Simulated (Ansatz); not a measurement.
Program: Ansatz 0.2.0.

Basis-set series for C4H8F2 (`CC(CF)CF`). Charge 0, multiplicity 1. Geometry: relaxed with PBE0-D4/def2-TZVP. It is one conformer, not always the lowest.

```csv
functional,basis,functions,energy (Eh),HOMO (eV),LUMO (eV)
PBE0-D4,def2-SVP,124,-356.27845,-9.06,1.66
PBE0-D4,def2-TZVPP,298,-356.69527,-9.17,1.10
ωB97M-V,def2-SVP,124,-356.50333,-11.42,3.32
ωB97M-V,def2-TZVPP,298,-356.93593,-11.55,2.55
```

(1) Give the rows for def2-QZVPP. (Best estimate.)

Results:

(1) The calculation gave: 
| functional | basis | functions | energy (Eh) | HOMO (eV) | LUMO (eV) |
| --- | --- | --- | --- | --- | --- |
| PBE0-D4 | def2-QZVPP | 582 | -356.71439 | -9.20 | 0.64 |
| ωB97M-V | def2-QZVPP | 582 | -356.95450 | -11.58 | 1.79 |

Positive LUMOs are unbound and depend on the basis.
